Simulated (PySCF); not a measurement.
## Frontier orbitals and the lowest excitations

Species: C₃H₁₀NO (charge +1).
SMILES with atom numbers: `[CH3:1][NH2+:2][CH2:3][O:4][CH3:5]` (hydrogens: H6, H7, H8 on C1; H9, H10 on N2; H11, H12 on C3; H13, H14, H15 on C5)

Geometry (PBE0-D3(BJ)/def2-SVP, Å), atoms numbered from 1 in this order:
```
atom  x, y, z in Å
C1    -2.183   -0.163    0.222
N2    -0.835    0.193   -0.283
C3     0.241    0.337    0.798
O4     1.381    0.793    0.246
C5     2.336   -0.173   -0.173
H6    -2.129   -1.134    0.731
H7    -2.885   -0.222   -0.618
H8    -2.513    0.608    0.929
H9    -0.858    1.087   -0.792
H10   -0.520   -0.501   -0.973
H11   -0.164    1.075    1.507
H12    0.317   -0.653    1.283
H13    2.647   -0.807    0.672
H14    1.952   -0.808   -0.992
H15    3.204    0.384   -0.543
```

Method: PySCF 2.14.0, density-fitted response routines, TDDFT CAM-B3LYP/def2-SVPD, vertical, gas phase, core orbitals frozen in the response.

Kohn–Sham orbitals with the atoms that hold most of them (Löwdin shares over 4%, at most four atoms; ? is withheld):

| orbital | ε (eV) | atoms |
| --- | --- | --- |
| HOMO-3 | -17.98 | C1 20%, C5 18%, N2 11%, H7 10% |
| HOMO-2 | -17.17 | C5 30%, C3 19%, H15 16%, O4 10% |
| HOMO-1 | -15.60 | ? |
| HOMO | ? | O4 55%, C5 16%, H14 8%, H13 6% |
| LUMO | -3.81 | ? |
| LUMO+1 | -2.54 | H10 17%, H9 17%, N2 12%, H8 9% |
| LUMO+2 | -2.42 | H9 16%, H12 14%, H6 14%, C1 10% |

(1) Give the leading atoms of the LUMO.

(2) Which atoms hold the HOMO-1, and with what shares?

(3) What is the HOMO energy, and the HOMO–LUMO gap?

## Answers

(1) H10 (bonded to N) 19%; N2 (bonded to 2 C and 2 H) 15%; C1 (bonded to N and 3 H) 14%; H9 (bonded to N) 13%. By element: hydrogen 32% or more, nitrogen 15%, carbon 14% or more.

(2) O4 (bonded to 2 C) 49%; C5 (bonded to O and 3 H) 18%; C3 (bonded to N, O and 2 H) 10%; H15 (bonded to C) 7%. By element: oxygen 49%, carbon 28% or more, hydrogen 7% or more.

(3) ε(HOMO) = -14.54 eV; the gap is 10.73 eV (0.3943 hartree).

Question: The HOMO–LUMO gap is 10.73 eV. Where does the response calculation put the lowest singlet, and from which orbitals?

Answer: S1 is at 7.62 eV (f = 0.0056), 3.11 eV below the gap, made of HOMO→LUMO (92%). Without the coupling terms of the response equations the lowest excitation would equal the gap.

Next come S2 at 8.79 eV (f 0.0042), HOMO-1→LUMO (64%), HOMO→LUMO+3 (12%), HOMO→LUMO+1 (11%); S3 at 8.83 eV (f 0.027), HOMO→LUMO+3 (40%), HOMO-1→LUMO (26%), HOMO→LUMO+1 (12%); S4 at 8.94 eV (f 0.0099), HOMO→LUMO+1 (61%), HOMO→LUMO+3 (29%); S5 at 9.24 eV (f 0.016), HOMO→LUMO+2 (75%), HOMO→LUMO+4 (9%).

One conformer stands for the species.
